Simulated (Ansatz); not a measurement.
## hcp Ru: Voigt–Reuss–Hill bulk modulus by level of theory

No measured value is used here.

| level (code) | value (GPa) | cell (Å³/atom) |
|---|---|---|
| LDA (Ansatz) | 366 | 13.09 |
| PBE (Ansatz) | 312 | 13.77 |
| PBEsol (Ansatz) | 347 | 13.32 |
| r²SCAN (Ansatz) | 338 | 13.49 |

Each level is taken at its own relaxed cell. Cutoffs differ between the levels. Ansatz's density-functional and Hartree–Fock values are scalar-relativistic unless marked +SOC, with PAW data made under PBE.

Ansatz is a quantum-chemistry and plane-wave program.
